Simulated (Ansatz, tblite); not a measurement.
**The cluster WO3: rung by rung**

One table from this session's results is given with a row withheld; the runs are named, their logs left out.

Computed with Ansatz 0.2.0, Gaussian basis. Level: as each input shows.

Levels to be run: GFN1-xTB, GFN2-xTB, PBE-D4/def2-TZVP, r2SCAN-D4/def2-TZVP, BHLYP-D4/def2-TZVP, ωB97X-V/def2-TZVP, r2SCAN0-D4/def2-TZVP, PBE-QIDH/def2-TZVP, LC-ωPBE/def2-TZVP, LC-ωPBE(0.10)/def2-TZVP, LC-ωPBE(0.15)/def2-TZVP, LC-ωPBE(0.20)/def2-TZVP, LC-ωPBE(0.30)/def2-TZVP, PBE-D4/def2-SVP, PBE0-D4/def2-SVP, PBE0-D4/def2-TZVPD, PBE-D4/def2-TZVPD, r2SCAN-D4/def2-TZVPD, CCSD(T)/def2-TZVPP, MP2/def2-TZVP, RPA/def2-TZVP.

## The structure

The geometry is that of the singlet, from an earlier relaxation (PBE0-D4/def2-TZVP). At that level it is the lowest of the isomers that a small search found.

4 atoms, charge 0, spin multiplicity 1.

Bond lengths: W1–O2 1.716 Å, W1–O3 1.716 Å, W1–O4 1.716 Å. Angles: O2–W1–O3 107.5°, O2–W1–O4 107.5°, O3–W1–O4 107.5°.

Coordinates:

```xyz
4
charge 0, multiplicity 1
W     0.41427   -0.21969   -0.02609
O     0.50360    1.16806    0.97856
O    -0.79915   -1.24597    0.62007
O    -0.11872    0.29760   -1.57254
```

W takes a core potential in the def2 sets. No spin-orbit coupling is included.

PBE0-D4/def2-TZVP was run before; its log isn't repeated, and its numbers join the tables.

The first run:

Tight binding, by tblite at 300 K electronic temperature and without a spin-polarisation term:

```python
tblite.interface.Calculator('GFN1-xTB', numbers, positions, charge=0, uhf=0).singlepoint()
```

Tight binding, by tblite at 300 K electronic temperature and without a spin-polarisation term:

```python
tblite.interface.Calculator('GFN2-xTB', numbers, positions, charge=0, uhf=0).singlepoint()
```

start.molden holds the orbitals of an earlier run on this state, given as this run's starting guess.

in.yaml

```yaml
crystal:
  periodic: [false, false, false]
  atoms:
    - {symbol: W, position_ang: [0.414269, -0.219689, -0.026093]}
    - {symbol: O, position_ang: [0.503601, 1.168056, 0.978562]}
    - {symbol: O, position_ang: [-0.799154, -1.245968, 0.620071]}
    - {symbol: O, position_ang: [-0.118717, 0.297601, -1.572540]}
basis:
  gaussian: {orbitals: def2-TZVP, initial_orbitals: start.molden}
hamiltonian: {xc: pbe, dispersion: d4}
scf: {omitted_lower_state_checks: [starts]}
output: {orbitals: {seedname: orbitals}}
```

The run is started by

```
ansatz run in.yaml --threads 4 --pin off --events-out ev --progress --plain --max-ram 3916MiB
```

Among the steps run: PBE-D4/def2-TZVP; r2SCAN-D4/def2-TZVP; BHLYP-D4/def2-TZVP; ωB97X-V/def2-TZVP; r2SCAN0-D4/def2-TZVP; PBE-QIDH/def2-TZVP; LC-ωPBE/def2-TZVP; LC-ωPBE(0.10)/def2-TZVP; LC-ωPBE(0.15)/def2-TZVP; LC-ωPBE(0.20)/def2-TZVP; LC-ωPBE(0.30)/def2-TZVP; PBE-D4/def2-SVP; PBE0-D4/def2-SVP; PBE0-D4/def2-TZVPD; PBE-D4/def2-TZVPD; r2SCAN-D4/def2-TZVPD; CCSD(T)/def2-TZVPP; MP2/def2-TZVP; RPA/def2-TZVP.

One table of the session follows, with a row left open; its other results are not shown here.

It belongs to the step «Binding energy». 

| method | binding an atom (eV) |
| --- | --- |
| HF/def2-TZVP | 2.130 |
| HF/def2-TZVPP | 2.193 |
| BHLYP-D4/def2-TZVP | 4.290 |
| ωB97X-V/def2-TZVP | 5.047 |
| MP2/def2-TZVP | 5.612 |
| CCSD/def2-TZVPP | 4.623 |
| CCSD(T)/def2-TZVPP | ? |

Q: Estimate the row for CCSD(T)/def2-TZVPP from the others.

The run gave: binding an atom (eV): 4.994. In the column «binding an atom (eV)» it lies between CCSD/def2-TZVPP (4.623) and ωB97X-V/def2-TZVP (5.047).

Caveats from the session: Free atoms were run apart at each level; binding is atoms less cluster, divided by the number of atoms, without zero-point or spin-orbit terms.
